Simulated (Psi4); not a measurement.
# C2ClF3 (chlorotrifluoroethylene) at 4 levels

We compute a comparison of 4 runs (HF/STO-3G, HF/3-21G, B3LYP/6-31G*, HSE06/cc-pVDZ) of C2ClF3 (chlorotrifluoroethylene). 

Program for the calculation: Psi4 1.11.

2 further runs of the same task are left out: 2 set aside as unsound or not needed.

### Step 1. The system as given

C2ClF3: 6 atoms, total charge 0, spin state singlet. As SMILES, `FC(F)=C(F)Cl`. One bond was lengthened or shortened from a relaxed shape.

Bond lengths: F1–C2 1.308 Å, C2–F3 1.307 Å, C2–C4 1.324 Å, C4–F5 1.523 Å, C4–Cl6 1.693 Å. Angles: F1–C2–F3 112.6°, F1–C2–C4 123.3°, F3–C2–C4 124.1°, C2–C4–F5 120.3°, C2–C4–Cl6 123.9°, F5–C4–Cl6 115.8°.

### Step 2. Energy and forces at HF/STO-3G (run 1)

Input file c2clf3.xyz:

```xyz
6
C2ClF3
F      0.585555    -1.677065     0.217926
C     -0.254195    -0.680415     0.334596
F     -1.340765    -1.013045     0.979776
C     -0.020325     0.529085    -0.150994
F      1.278540     0.821980    -0.890380
Cl    -1.095955     1.828445    -0.008674
```

Input file run.py:

```python
import psi4

psi4.set_memory('2200 MB')
psi4.set_num_threads(1)
psi4.set_output_file('c2clf3.out', False)

with open('c2clf3.xyz') as f:
    atoms = ''.join(f.readlines()[2:])
mol = psi4.geometry('0 1\n' + atoms + 'symmetry c1\nno_reorient\nno_com')

psi4.set_options({
    'basis': 'STO-3G',
    'puream': True,
    'e_convergence': 1e-09,
    'd_convergence': 1e-08,
    'scf_type': 'pk',
})

e, wfn = psi4.gradient("scf", molecule=mol, return_wfn=True)
psi4.oeprop(wfn, "QUADRUPOLE", "WIBERG_LOWDIN_INDICES", "MAYER_INDICES", title="SCF")
print('gradient / Eh bohr^-1')
print(e.np.round(6))
print(f'energy = {wfn.energy():.10f} Eh')
for k, v in sorted(psi4.core.scalar_variables().items()):
    print(f'{k:45s} {v:18.10f}')
```

Started as:

```sh
$ python run.py
```

c2clf3.out:

```text
[...]
  Running in c1 symmetry.
[...]
  Nuclear repulsion =  288.950452344180349
[...]
  Multiplicity = 1
[...]
  Nalpha       = 28
  Nbeta        = 28
[...]
    Number of basis functions: 34
[...]
   @RHF iter   1:  -823.19777171049680   -2.01870e+00   1.51621e-02 ADIIS/DIIS
[...]
   @RHF iter  12:  -823.41660142665773   -4.54747e-13   3.55057e-09 DIIS
[...]
  @RHF Final Energy:  -823.41660142665773
   => Energetics <=
    Nuclear Repulsion Energy =            288.9504523441803485
    One-Electron Energy =               -1720.2938918581962753
    Two-Electron Energy =                 607.9268380873581918
    Total Energy =                       -823.4166014266577349
[...]
  -Total Gradient:
     Atom            X                  Y                   Z
    ------   -----------------  -----------------  -----------------
       1       -0.034770298391     0.039344415656     0.005411782924
       2       -0.011159000976    -0.040339867991     0.017880348841
       3        0.045259483272     0.012086499781    -0.026336760448
       4       -0.141389322604     0.008594692193     0.068153423977
       5        0.107348370092     0.024622299131    -0.061236698931
       6        0.034710768605    -0.044308038778    -0.003872096363
[...]
 Multipole Moments:
 ------------------------------------------------------------------------------------
     Multipole            Electronic (a.u.)      Nuclear  (a.u.)        Total (a.u.)
 ------------------------------------------------------------------------------------
 L = 1.  Multiply by 2.5417464519 to convert [e a0] to [Debye]
 Dipole X            :         29.4815472          -29.4199839            0.0615633
 Dipole Y            :        -25.6977269           25.2513047           -0.4464221
 Dipole Z            :         -6.9246181            7.0298795            0.1052614
 Magnitude           :                                                    0.4627772
 L = 2.  Multiply by 1.3450342976 to convert [e a0^2] to [Debye ang]
 Quadrupole XX       :       -222.3952158          195.6439083          -26.7513075
 Quadrupole XY       :         73.2466812          -72.3082767            0.9384046
[...]
```

On the terminal:

```text
gradient / Eh bohr^-1
[[-0.03477   0.039344  0.005412]
 [-0.011159 -0.04034   0.01788 ]
 [ 0.045259  0.012086 -0.026337]
 [-0.141389  0.008595  0.068153]
 [ 0.107348  0.024622 -0.061237]
 [ 0.034711 -0.044308 -0.003872]]
energy = -823.4166014267 Eh
CURRENT ENERGY                                   -823.4166014267
CURRENT REFERENCE ENERGY                         -823.4166014267
DD SOLVATION ENERGY                                 0.0000000000
HF KINETIC ENERGY                                 810.7322802149
HF POTENTIAL ENERGY                             -1634.1488816415
HF TOTAL ENERGY                                  -823.4166014267
HF VIRIAL RATIO                                     2.0156455115
NUCLEAR REPULSION ENERGY                          288.9504523442
ONE-ELECTRON ENERGY                             -1720.2938918582
PCM POLARIZATION ENERGY                             0.0000000000
PE ENERGY                                           0.0000000000
SCF ITERATION ENERGY                             -823.4166014267
SCF ITERATIONS                                     12.0000000000
SCF TOTAL ENERGY                                 -823.4166014267
TWO-ELECTRON ENERGY                               607.9268380874
```

Run time: 0.98 s. Hardware: 1 thread of AMD EPYC 9R45 (Zen 5), shared host; peak memory 0.18 GiB.

### Step 3. Energy and gradient at HF/3-21G (run 2)

Input file calc.py:

```python
import psi4

psi4.set_memory('2200 MB')
psi4.set_num_threads(1)
psi4.core.set_output_file('c2clf3.out', False)

m = psi4.geometry("""
F      0.585555    -1.677065     0.217926
C     -0.254195    -0.680415     0.334596
F     -1.340765    -1.013045     0.979776
C     -0.020325     0.529085    -0.150994
F      1.278540     0.821980    -0.890380
Cl    -1.095955     1.828445    -0.008674
units angstrom
symmetry c1
""")

psi4.set_options({
    'basis': '3-21G',
    'puream': True,
    'e_convergence': 1e-09,
    'd_convergence': 1e-08,
    'scf_type': 'pk',
})

e_tot, wfn = psi4.gradient("scf", return_wfn=True)
print('gradient / Eh bohr^-1')
print(e_tot.np.round(6))
print(f'energy = {wfn.energy():.10f} Eh')
for k, v in sorted(psi4.core.scalar_variables().items()):
    print(f'{k:45s} {v:18.10f}')
```

Started as:

```sh
$ python calc.py
```

c2clf3.out:

```text
[...]
  Running in c1 symmetry.
[...]
  Nuclear repulsion =  288.950452344180235
[...]
  Multiplicity = 1
[...]
  Nalpha       = 28
  Nbeta        = 28
[...]
    Number of basis functions: 58
[...]
   @RHF iter   1:  -829.11058072603146   -5.45711e-01   7.52288e-03 DIIS/ADIIS
[...]
   @RHF iter  13:  -829.21576116948518   -2.16005e-12   5.00320e-09 DIIS
[...]
    Orbital Energies [Eh]
    ---------------------
    Doubly Occupied:
       1A   -104.162115     2A    -26.268698     3A    -26.258699
       4A    -26.196238     5A    -11.434903     6A    -11.373455
       7A    -10.559672     8A     -8.023655     9A     -8.018474
      10A     -8.018147    11A     -1.747000    12A     -1.678101
      13A     -1.573772    14A     -1.231556    15A     -1.084115
      16A     -0.893897    17A     -0.825213    18A     -0.802529
      19A     -0.768723    20A     -0.712785    21A     -0.695806
      22A     -0.689819    23A     -0.671169    24A     -0.660254
      25A     -0.607758    26A     -0.554535    27A     -0.512545
      28A     -0.406431
[...]
  @RHF Final Energy:  -829.21576116948518
   => Energetics <=
    Nuclear Repulsion Energy =            288.9504523441802348
    One-Electron Energy =               -1723.4722957939161461
    Two-Electron Energy =                 605.3060822802508483
    Total Energy =                       -829.2157611694851767
[...]
 Multipole Moments:
 ------------------------------------------------------------------------------------
     Multipole            Electronic (a.u.)      Nuclear  (a.u.)        Total (a.u.)
 ------------------------------------------------------------------------------------
 L = 1.  Multiply by 2.5417464519 to convert [e a0] to [Debye]
 Dipole X            :          0.1187815           -0.5135108           -0.3947293
 Dipole Y            :         -1.0493591            0.9486434           -0.1007157
 Dipole Z            :          0.2603094           -0.0320281            0.2282814
 Magnitude           :                                                    0.4669767
[...]
  -Total Gradient:
     Atom            X                  Y                   Z
    ------   -----------------  -----------------  -----------------
       1       -0.010423405224     0.014885087551     0.000677764620
       2       -0.024786429116    -0.049856182542     0.027601394851
       3        0.015482527682     0.001983460379    -0.008354839719
       4       -0.086810957156     0.040700706961     0.031054829428
       5        0.086236620110     0.022901836370    -0.050145126928
       6        0.020301643707    -0.030614908714    -0.000834022251
[...]
```

On the terminal:

```text
gradient / Eh bohr^-1
[[-0.010423  0.014885  0.000678]
 [-0.024786 -0.049856  0.027601]
 [ 0.015483  0.001983 -0.008355]
 [-0.086811  0.040701  0.031055]
 [ 0.086237  0.022902 -0.050145]
 [ 0.020302 -0.030615 -0.000834]]
energy = -829.2157611695 Eh
CURRENT ENERGY                                   -829.2157611695
CURRENT REFERENCE ENERGY                         -829.2157611695
DD SOLVATION ENERGY                                 0.0000000000
HF KINETIC ENERGY                                 827.4941507638
HF POTENTIAL ENERGY                             -1656.7099119332
HF TOTAL ENERGY                                  -829.2157611695
HF VIRIAL RATIO                                     2.0020805107
NUCLEAR REPULSION ENERGY                          288.9504523442
ONE-ELECTRON ENERGY                             -1723.4722957939
PCM POLARIZATION ENERGY                             0.0000000000
PE ENERGY                                           0.0000000000
SCF ITERATION ENERGY                             -829.2157611695
SCF ITERATIONS                                     13.0000000000
SCF TOTAL ENERGY                                 -829.2157611695
TWO-ELECTRON ENERGY                               605.3060822803
```

Wall time 1.1 s (1 thread of AMD EPYC 9R45 (Zen 5), shared host); peak memory 0.2 GiB.

Run 3 isn't shown in full; the table further down has it.

### Step 4. The energy at HSE06/cc-pVDZ (run 4)

Input file job.dat:

```
memory 2.2 GB

molecule {
  0 1
  F      0.585555    -1.677065     0.217926
  C     -0.254195    -0.680415     0.334596
  F     -1.340765    -1.013045     0.979776
  C     -0.020325     0.529085    -0.150994
  F      1.278540     0.821980    -0.890380
  Cl    -1.095955     1.828445    -0.008674
  symmetry c1
}

set globals {
  basis cc-pVDZ
  puream true
  e_convergence 1e-09
  d_convergence 1e-08
  scf_type pk
  dft_radial_points 99
  dft_spherical_points 590
}

result, w = energy('hse06', return_wfn=True)
```

Started as:

```sh
$ psi4 -n 1 job.dat job.out
```

job.out:

```text
[...]
  Running in c1 symmetry.
[...]
  Nuclear repulsion =  288.950452344180235
[...]
  Multiplicity = 1
[...]
  Nalpha       = 28
  Nbeta        = 28
[...]
    Number of basis functions: 88
[...]
   @RKS iter   1:  -835.36660944540176   -1.55427e-01   3.95724e-03 ADIIS/DIIS
[...]
   @RKS iter  12:  -835.41671583551977    2.00089e-11   1.60260e-09 DIIS
[...]
    Orbital Energies [Eh]
    ---------------------
    Doubly Occupied:
       1A   -101.754617     2A    -24.845817     3A    -24.838486
       4A    -24.788149     5A    -10.421214     6A    -10.375574
       7A     -9.564514     8A     -7.297917     9A     -7.287490
      10A     -7.287009    11A     -1.345119    12A     -1.284679
      13A     -1.198675    14A     -0.930176    15A     -0.801102
      16A     -0.665780    17A     -0.616232    18A     -0.565036
      19A     -0.561569    20A     -0.500097    21A     -0.477844
      22A     -0.476815    23A     -0.455134    24A     -0.445187
      25A     -0.407321    26A     -0.379803    27A     -0.357120
      28A     -0.265213
[...]
  @RKS Final Energy:  -835.41671583551977
   => Energetics <=
    Nuclear Repulsion Energy =            288.9504523441802348
    One-Electron Energy =               -1729.7959966612618246
    Two-Electron Energy =                 659.2588223404138716
    DFT Exchange-Correlation Energy =     -53.8299938588521414
    Empirical Dispersion Energy =           0.0000000000000000
    VV10 Nonlocal Energy =                  0.0000000000000000
    Total Energy =                       -835.4167158355197671
[...]
 Multipole Moments:
 ------------------------------------------------------------------------------------
     Multipole            Electronic (a.u.)      Nuclear  (a.u.)        Total (a.u.)
 ------------------------------------------------------------------------------------
 L = 1.  Multiply by 2.5417464519 to convert [e a0] to [Debye]
 Dipole X            :          0.0862082           -0.5135108           -0.4273026
 Dipole Y            :         -1.0342020            0.9486434           -0.0855585
 Dipole Z            :          0.2719711           -0.0320281            0.2399430
 Magnitude           :                                                    0.4974741
[...]
```

Run time: 19 s. Hardware: 1 thread of AMD EPYC 9R45 (Zen 5), shared host; peak memory 1.2 GiB.

### Step 5. Overview of the runs

| run | level | integration grid | task | energy (Eh) | dipole moment (D) | HOMO energy (eV) | LUMO energy (eV) | wall time |
| --- | --- | --- | --- | --- | --- | --- | --- | --- |
| 1 | HF/STO-3G | – | gradient | -823.416601 | 1.18 | -8.27 | 7.37 | 0.98 s |
| 2 | HF/3-21G | – | gradient | -829.215761 | 1.19 | -11.06 | 3.91 | 1.1 s |
| 3 | B3LYP/6-31G* (spherical functions) | 99 radial × 590 angular | gradient | -835.835677 | 1.19 | -7.24 | -0.18 | 12 s |
| 4 | HSE06/cc-pVDZ | 99 radial × 590 angular | energy | -835.416716 | 1.26 | -7.22 | -0.51 | 19 s |

### Step 6. Outcome

| quantity | value |
| --- | --- |
| run 4: total energy | -835.41672 Eh |
| run 4: dipole moment | 1.26 D |
| run 4: HOMO energy | -7.22 eV |
| run 4: LUMO energy | -0.51 eV |
| run 4: HOMO–LUMO gap | 6.71 eV |

What this shows: The dipole moment (its size) runs from 1.18 D (HF/STO-3G) to 1.26 D (HSE06/cc-pVDZ). The two ends differ in method and basis. The HOMO–LUMO gap runs from 6.71 eV (HSE06/cc-pVDZ) to 15.64 eV (HF/STO-3G). Totals of different functionals can't be ranked against each other. In run 1 the basis is minimal, so the values are rough. All runs together took 33 s, the longest 19 s.
